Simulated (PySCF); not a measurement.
Job file and geometry (Å, from PBE0-D3(BJ)/def2-TZVP) of an NMR shielding run on ozone (SMILES O=[O+][O-]), GIAO B97-2/pcSseg-2 NMR shielding, non-relativistic, gas phase in PySCF 2.14.0, density-fitted response routines; density fitting, a coarse starting grid and PySCF grid level 2 are the driver's defaults:

```
$ OMP_NUM_THREADS=1 python probes_run.py task.json out

{"job": {"kind": "nmr", "xc": "B97-2", "basis": "pcSseg-2", "pop": false}, "charge": 0, "multiplicity": 1}
O     -0.997496    -0.260772    -0.004618
O      0.030910     0.427952    -0.024348
O      1.125643    -0.150046    -0.024818
```

Question: Write the output of this run.

Answer: 
```
coarse grid: 3264 points
cycle   1  E = -225.3106942392  dE =  7.073e-01  |g| = 8.645e-01  |ddm| = 1.420e+00
cycle   2  E = -224.9547624676  dE =  3.559e-01  |g| = 1.744e+00  |ddm| = 8.526e-01
cycle   3  E = -225.4302438096  dE = -4.755e-01  |g| = 6.038e-02  |ddm| = 5.818e-01
cycle   4  E = -225.4306842096  dE = -4.404e-04  |g| = 1.920e-02  |ddm| = 2.892e-02
cycle   5  E = -225.4306493316  dE =  3.488e-05  |g| = 2.123e-02  |ddm| = 1.438e-02
cycle   6  E = -225.4307366914  dE = -8.736e-05  |g| = 2.622e-03  |ddm| = 1.022e-02
cycle   7  E = -225.4307380550  dE = -1.364e-06  |g| = 2.568e-04  |ddm| = 1.214e-03
final grid: 33624 points
cycle   8  E = -225.4305407597  dE = -3.427e-05  |g| = 3.256e-03  |ddm| = 1.408e-02
cycle   9  E = -225.4305406590  dE =  1.007e-07  |g| = 3.300e-03  |ddm| = 3.356e-03
cycle  10  E = -225.4305414935  dE = -8.344e-07  |g| = 2.370e-03  |ddm| = 2.181e-03
cycle  11  E = -225.4305424513  dE = -9.578e-07  |g| = 7.074e-04  |ddm| = 1.189e-03
cycle  12  E = -225.4305425362  dE = -8.491e-08  |g| = 2.301e-04  |ddm| = 3.616e-04
cycle  13  E = -225.4305425452  dE = -9.005e-09  |g| = 7.824e-06  |ddm| = 9.112e-05
cycle  14  E = -225.4305425452  dE = -1.074e-11  |g| = 1.410e-06  |ddm| = 4.675e-06
converged SCF energy = -225.4305425452

GIAO shielding tensors (ppm)
atom      isotropic    diamagn.    paramagn.     s11        s22        s33       span
  0 O    -1417.550     392.457   -1810.008  -2907.948  -1303.531    -41.171   2866.777
  1 O    -1015.901     376.411   -1392.312  -2387.213   -708.409     47.919   2435.132
  2 O    -1417.646     392.408   -1810.054  -2907.773  -1303.816    -41.350   2866.424
```

Question: Turn these shieldings into chemical shifts. Referencing at the same level of theory: H2O for $^{17}$O (σref 327.66).

Answer: Averaging equivalent atoms: O 0/2: 1745.3; O 1: 1343.6 ppm. Unscaled 17O shifts of doubly bonded oxygen tend to come out too high, by tens of ppm or more. Experimental scales use liquid or dissolved standards, which lie at an offset from isolated H2O (liquid H2O: subtract about 36 ppm).

Size and cost of the density-fitted run: 108 basis functions, 1.6 s wall time on 1 thread of an Arm Neoverse V2, shared host; peak memory 0.37 GiB.
